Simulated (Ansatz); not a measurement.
Species: CCl4, SMILES `ClC(Cl)(Cl)Cl` (charge 0, multiplicity 1), formula CCl$_{4}$.

Q: How many basis functions does Ansatz (an electronic-structure program) with frozen-core CCSD(T)/cc-pVTZ // PBE0-D3(BJ)/def2-TZVP use, how many core orbitals are frozen, and how many electrons are correlated?

A: 166 basis functions and 21 frozen orbitals, which leaves 32 correlated electrons. Core time is of the order of seconds.
